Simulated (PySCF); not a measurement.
Gas-phase reaction: 3 BCl₂OH + H₂O ⇌ 3 BCl + 3 HCl + 2 HO₂

Computed with PySCF and rigid-rotor harmonic-oscillator thermochemistry at 1 bar. † marks an energy on the PBE0/def2-TZVP geometry and frequencies. Open shells (unrestricted): HO₂ (multiplicity 2); the rest are closed-shell singlets. B3LYP is the form with VWN-RPA correlation. BCl₂OH: computed as isolated molecules; such fragments, hydroxides, amides, oligomers or adducts are transient or little studied in the gas. The harmonic model lacks anharmonicity and excited electronic states, which grow with temperature; levels with a mode under 35 cm⁻¹ are left out. Internal rotation in BCl₂OH is treated as a harmonic vibration of one conformer, which makes the entropy rough.

```tsv
level	ΔE electronic, kJ	ΔH°(298 K), kJ	ΔS°(298 K), J/K	ΔG°(1800 K), kJ
B3LYP/def2-TZVP†	2358	2296	581	1267
BLYP/def2-TZVP†	2271	2210	581	1181
HF/def2-TZVP†	2248	2186	581	1157
PBE0/def2-QZVP†	2441	2379	581	1350
LDA/def2-TZVP†	2624	2562	581	1533
ωB97X-V/def2-TZVP†	2412	2350	581	1321
```
ΔH° is lowest at HF/def2-TZVP† and highest at LDA/def2-TZVP†. No reference value is set beside these.
